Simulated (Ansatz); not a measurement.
Al(H2O)H3 (AlOH5). Total charge 0; singlet. Geometry PBE-D4/def2-TZVP, basis def2-TZVP, Ansatz.

```xyz
7

Al    0.044    0.185   -0.877
O     0.286   -0.216    1.132
H    -0.131   -1.076    1.321
H    -0.176    0.447    1.678
H     1.501    0.684   -1.312
H    -1.114    1.292   -0.697
H    -0.409   -1.316   -1.246
```

```
run  HOMO (eV)  LUMO (eV)
  A      -9.86       0.79
  B      -7.81      -0.37
  C      -6.34      -1.65
  D     -10.08       1.17
  E      -6.26      -1.68
  F      -7.43      -1.13
```

B3LYP takes the VWN-RPA correlation.

**Question.** The runs used B3LYP, BLYP, PBE, r2SCAN0, ωB97M-V, ωB97X-V. Estimate which is which.

**Answer.** A ωB97M-V (range-separated); B r2SCAN0 (25 % exact exchange); C PBE (0 % exact exchange); D ωB97X-V (range-separated); E BLYP (0 % exact exchange); F B3LYP (20 % exact exchange). Exact exchange lowers occupied and raises empty levels; among semilocal functionals meta-GGAs tend to open the gap a little, and such runs are hard to tell apart. The gap grows from 4.58 eV (BLYP) to 11.25 eV (ωB97X-V).
